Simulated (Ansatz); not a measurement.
**Worked example: the step energy**

An elementary step of C2H6N, doublet (C₂H₃ ([CH][CH2]) + NH₃ → C₂H₄ (C=C) + NH₂; H–N broken or loosened, H–C formed or tightened). “Start” and “end” are the PBE0-D4/def2-TZVP structures reached by relaxing down either side of its saddle point, with the molecules still in contact.

Computed with Ansatz 0.2.0 (basis: def2-TZVPP and def2-QZVPP); correlated methods freeze the cores; orbitals are unrestricted.

Energies in eV:

| quantity | end | start |
| --- | --- | --- |
| Hartree–Fock, triple zeta (X = 3) | -3636.95426 | -3636.59674 |
| Hartree–Fock, quadruple zeta (X = 4) | -3637.13264 | -3636.77677 |
| MP2 correlation, X = 3 | -14.13608 | -14.20200 |
| MP2 correlation, X = 4 | -15.09911 | -15.18286 |
| CCSD(T) correlation, X = 3 | -15.84105 | -16.02918 |

Problem. Work out the step energy at the basis limit: extrapolate Hartree–Fock as E(X) = E∞ + A exp(−7.88 √X) and the MP2 correlation as E(X) = E∞ + B X^−2.97 (the exponents that Neese and Valeev fitted for def2-TZVPP and QZVPP), then add CCSD(T) − MP2 in triple zeta.

Solution. Each step is linear, so take the differences first (end − start): Hartree–Fock -0.35752 (X = 3) and -0.35587 (X = 4); MP2 correlation 0.06592 and 0.08375; CCSD(T) correlation 0.18813.
Two points give E∞ = E(4) + w [E(4) − E(3)], with w = 1/(exp(7.88 (2 − √3)) − 1) = 0.1377 for Hartree–Fock and w = 1/((4/3)^2.97 − 1) = 0.7407 for the correlation.
Hartree–Fock: -0.35587 + 0.1377 × 0.00165 = -0.3556 eV.
MP2 correlation: 0.08375 + 0.7407 × 0.01783 = 0.0970 eV.
CCSD(T) − MP2: 0.18813 − 0.06592 = 0.1222 eV.
Sum: -0.3556 + 0.0970 + 0.1222 = -0.1364 eV, or -3.15 kcal/mol. Plain CCSD(T) in triple zeta gives -0.1694 eV, so the larger basis shifts the result by 0.0330 eV.

T1 diagnostic: at most 0.034. ⟨S²⟩ of the unrestricted Hartree–Fock references: 0.76 to 0.95 (a pure state has 0.75). The unrestricted reference is spin-contaminated, which hurts MP2 most.

Labels in which every atom is bracketed show which atoms are joined, not bond orders.

For scale, one of the runs: CCSD(T)/def2-TZVPP, 177 basis functions, launched by `ansatz run in.yaml --threads 4 --pin off --events-out ev --progress --plain --max-ram 9574MiB`. Time: 38 s of wall clock on 4 CPU threads of an Intel Xeon Platinum 8488C; the host was shared. Peak host memory: 4.3 GiB.
